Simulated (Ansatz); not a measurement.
**H3Ge–PH2, singlet: the ladder up to RCCSDT(Q)**

Geometry: displaced at random from a stationary point.

```yaml
atoms:
  - { symbol: Ge, position_ang: [-0.0180, 0.0041, 0.6976] }
  - { symbol: P, position_ang: [0.1038, -0.0120, -1.6328] }
  - { symbol: H, position_ang: [0.7567, -1.2040, 1.1611] }
  - { symbol: H, position_ang: [0.6539, 1.2357, 1.1909] }
  - { symbol: H, position_ang: [-1.5596, 0.0007, 1.1526] }
  - { symbol: H, position_ang: [-0.8960, -1.0437, -1.8049] }
  - { symbol: H, position_ang: [-0.8502, 1.0824, -1.7974] }
```

Basis cc-pVDZ; Ansatz 0.2.0. Only valence electrons are correlated (noble-gas cores and the filled d shells of p-block atoms frozen), which leaves 14 electrons in 51 orbitals. Prefix R: restricted or restricted open-shell reference. Active spaces: frontier = (8e, 8o) about the gap. No spin–orbit coupling is included, and no scalar relativity.

Full CI isn't at hand for all of this; RCCSDT(Q) serves as the reference, and is uncertain by about the last step of the cluster series.

The UHF ⟨S²⟩ is 0.000 and the T1 diagnostic (RCCSD) is 0.0112. The largest doubles amplitude (RCCSD) is 0.041.

```
   level  E − E(RHF) (eV)
    RMP2          -6.2339
   RCCSD          -7.5082
RCCSD(T)          -7.7035
```

Q: Estimate how far RCCSDT(Q) in cc-pVDZ lies from RCCSD(T). The table doesn't fix it; the size of (T) and the diagnostics are the guide.

A: RCCSDT(Q) in cc-pVDZ lies 1.48 mEh below RCCSD(T), which is 21 % of the (T) step (-7.18 mEh). The diagnostics are small and one determinant leads, so the series closes fast and only a small part of (T) is left.

The other levels:

| level | E − E(RCCSDT(Q)) (mEh) | share of correlation (%) | wall time |
| --- | --- | --- | --- |
| CISD | 36.24 | 87.26 | 12 s |
| BCCD(T) | 1.44 | 99.49 | 8.5 s |
| RCCSDT | 0.38 | 99.87 | – |

The correlation energy at RCCSDT(Q), counted from RHF, is -7.744 eV. That run took 2.1 min on 1 thread of Intel Xeon, shared host.

Run but not shown, since their state or frozen core can't be matched to the reference's or they repeat it: CASSCF (frontier space), NEVPT2 (frontier space).

Times hold each run's SCF and search for its determinant on a shared host, so for small cases they say little of a method's own cost; they ran on 1 thread of Intel Xeon.
